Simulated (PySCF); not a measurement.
Run record: geometry optimisation, `C=C(Cl)[C+](C)C`.

Method: PBE0-D3(BJ)/def2-SVP geometry optimisation, gas phase (PySCF 2.14.0). Start geometry: GFN2-xTB. The input is one job of a driver script: a line of settings, then coordinates in Å.

Input:
```
{"job": {"xc": "PBE0", "basis": "def2-SVP", "d3": "d3bj", "grid": 1, "kind": "geom"}, "charge": 1, "multiplicity": 1}
C      2.131227     0.179468     0.045458
C      1.016111    -0.584917     0.079732
Cl     1.187810    -2.313143     0.164116
C     -0.320053    -0.062691     0.010358
C     -1.423769    -0.984571    -0.151902
C     -0.601943     1.363402     0.082785
H      2.105251     1.254129    -0.022487
H      3.108572    -0.277035     0.057176
H     -2.372975    -0.492231    -0.345950
H     -1.516699    -1.584005     0.763966
H     -1.200847    -1.739407    -0.911924
H      0.165584     1.953690     0.573430
H     -0.704198     1.741162    -0.943717
H     -1.574750     1.545677     0.541947
```

Output:
```
step   0  E = -654.55979710  max force = 0.014359
step   1  E = -654.56181084  max force = 0.004672
step   2  E = -654.56194826  max force = 0.001011
step   3  E = -654.56194649  max force = 0.001905
step   4  E = -654.56203233  max force = 0.001114
step   5  E = -654.56204628  max force = 0.001481
step   6  E = -654.56210321  max force = 0.000955
step   7  E = -654.56213327  max force = 0.000334
step   8  E = -654.56217213  max force = 0.000475
step   9  E = -654.56221781  max force = 0.000462
step  10  E = -654.56226357  max force = 0.000515
step  11  E = -654.56227986  max force = 0.000493
step  12  E = -654.56230022  max force = 0.000302
step  13  E = -654.56230519  max force = 0.000166
optimisation converged
```

Energies in Eh; «max force» is the largest Cartesian gradient component in Eh/bohr.

Task: Give the first gradient maximum in eV/Å.

Result: With 1 Eh/bohr = 51.422 eV/Å, 0.738 eV/Å.

Task: How much energy does the optimisation release, in eV?

Result: E(step 0) − E(last step) = 0.002508 Eh, which is 0.068 eV.

Main results: final energy -654.56231 Eh after 13 steps.

Task: Give the final coordinates.

Result: 0.231 Å rms from the input after alignment:
```
atom  x, y, z in Å
C1     1.9401    0.4774    0.4734
C2     0.8099   -0.2526    0.2677
Cl3    0.9147   -1.9699    0.2213
C4    -0.4772    0.3549    0.0725
C5    -1.6323   -0.5026   -0.1831
C6    -0.6953    1.8037    0.1289
H7     1.9260    1.5681    0.5104
H8     2.9044   -0.0228    0.6037
H9    -2.5618    0.0510   -0.3549
H10   -1.7487   -1.2005    0.6709
H11   -1.4098   -1.1833   -1.0273
H12    0.1811    2.4266    0.3249
H13   -1.1765    2.1190   -0.8159
H14   -1.4660    1.9983    0.8994
```

Task: How long does this job take on one thread, Arm Neoverse V1, no GPU (shared host)?

Result: About 84 s.
Labels such as C1 count atoms from 1, the log's own numbers from 0.
